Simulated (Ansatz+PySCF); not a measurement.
A calculation with PySCF 2.14.0.

```python
from pyscf import gto, scf, mp

# the (T+d) and (D+d) sets load through basis_set_exchange
mol = gto.M(atom="""
C -0.003860 1.116220 0.000000
S -0.003860 -0.732580 0.000000
H 1.043270 1.437060 0.000000
H -0.479220 1.518440 0.895200
H -0.479220 1.518440 -0.895200
""", basis={'C': 'cc-pvtz', 'H': 'cc-pvtz', 'S': 'cc-pv(t+d)z'}, charge=0, spin=1)
mf = scf.UHF(mol)
mf.kernel()
pt = mp.MP2(mf, frozen=6).run()
print(mf.e_tot, pt.e_corr, pt.e_tot)
```

The script is written out from the run's settings.

The run gave:

```
Converged                       : yes
Reference energy                : -437.15252 hartree
Correlation energy              : -0.32519 hartree
Total energy                    : -437.47771 hartree
Spin squared of the determinant : 0.764
```
